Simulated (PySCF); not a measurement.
## Basis-set dependence of Cl₂⁻ at PBE0

PySCF, UKS reference; doublet, unpaired electrons σ ↑; De to Cl + Cl⁻ without counterpoise correction.

```tsv
basis	relativity	functions	Re (Å)	ωe (cm⁻¹)	De (eV)
aug-cc-pVDZ-DK	spin-free X2C	54	2.660	222	1.55
aug-cc-pV(D+d)Z	no relativity	64	2.650	223	1.56
def2-TZVPPD	no relativity	102	2.624	227	1.54
```

Task: How does each smaller set differ from the one with most functions, def2-TZVPPD?

Result: aug-cc-pVDZ-DK: +3.6 pm, -2.2 % in ωe, +0.01 eV in De; aug-cc-pV(D+d)Z: +2.6 pm, -1.8 % in ωe, +0.02 eV in De. All at PBE0; the set with most functions is neither the basis-set limit nor always the best. The rows treat relativity differently, so the differences are not basis effects alone.

The state is the lowest determinant that a PBE0 search found; another state may lie lower at other levels.
